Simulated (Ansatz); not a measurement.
Rutile TiO2 was calculated with revPBE (plane waves, PAW; Ansatz, a first-principles code).

Settings: plane-wave cutoff 520 eV, 8×8×12 k mesh (along the axes of the cell as run), Fermi–Dirac smearing 0.01 eV, no spin polarisation, scalar-relativistic PAW data made under PBE.

Results at a series of volumes:

| V (Å³/atom) | E − E_lowest (meV/atom) |
|---|---|
| 10.407 | 11.16 |
| 10.624 | 2.67 |
| 10.841 | 0.00 |
| 11.058 | 2.42 |
| 11.275 | 9.25 |

### Question
What bulk modulus B0 and pressure derivative B′ does a third-order Birch–Murnaghan fit give?

### Answer
V0 = 10.841 Å³/atom, B0 = 187 GPa, B′ = 5.9 (fit to the energies at full precision).

Shape and atoms are relaxed at each volume.

Measured, for comparison: bulk modulus 212 ± 1 GPa (room temperature, not corrected to a static lattice, adiabatic, from measured elastic constants, our sources range from 210 to 239; as tabulated in Elasticity of TiO2 rutile to 1800 K). Computed (rounded) less measured: bulk modulus not scored (sources differ).

Note: the bulk modulus comes from volumes at which shape and atoms were relaxed.

Static lattice: no zero-point or thermal effects.
